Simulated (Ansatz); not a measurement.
A calculation on bcc W returned lattice constant a 3.203 Å, bulk modulus 298 GPa.

For reference: lattice constant a 3.16 Å (measured, static lattice: zero-point anharmonic expansion removed; as tabulated in Mejia-Rodriguez and Trickey (2018), arXiv:1807.09216); bulk modulus 312 GPa (measured, zero-point energy and finite temperature contributions removed, our sources range from 300 to 328; as tabulated in doi:10.1021/acs.jctc.3c00612).

Task: Which level of theory produced these numbers?
(A) r²SCAN (Ansatz, a quantum-chemistry and plane-wave program)
(B) rVV10 (Ansatz)
(C) PBE-D4 (Ansatz)
(D) BLYP (Ansatz)

Result: B, rVV10 (Ansatz)

The others give: PBE-D4 3.161 Å, 319 GPa; BLYP 3.220 Å, 274 GPa; r²SCAN 3.169 Å, 320 GPa.

Unless a cell is named, each level is at its own relaxed cell (BLYP 16.69, PBE-D4 15.79, r²SCAN 15.91, rVV10 16.43 Å³/atom).

Ansatz's density-functional and Hartree–Fock values are scalar-relativistic unless marked +SOC, with PAW data made under PBE.
